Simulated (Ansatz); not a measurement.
We consider 1T (CdI2-type) SnSe₂, described by r²SCAN (Ansatz, a first-principles code, plane waves, PAW).

Rigid layers of the crystal as relaxed at this level are moved apart or together:

```csv
run,k mesh,layer repeat (Å),energy against free layers (meV/Å²),gap on the mesh (eV)
1,12×12×6,5.84,1.98,0.487
2,12×12×6,5.99,-0.98,0.668
3,12×12×6,6.14,-2.81,0.840
4,12×12×6,6.34,-4.01,1.002
5,12×12×6,6.64,-4.23,1.023
6,12×12×6,7.14,-2.99,1.053
7,12×12×4,8.14,-0.82,1.111
8,12×12×4,10.14,-0.02,1.135
```

The lowest energy of these points lies at a layer repeat of 6.64 Å.

Spin–orbit coupling is not included.

Note: the cell comes from a level without a dispersion term, which matters for the spacing of layers, chains or molecules.
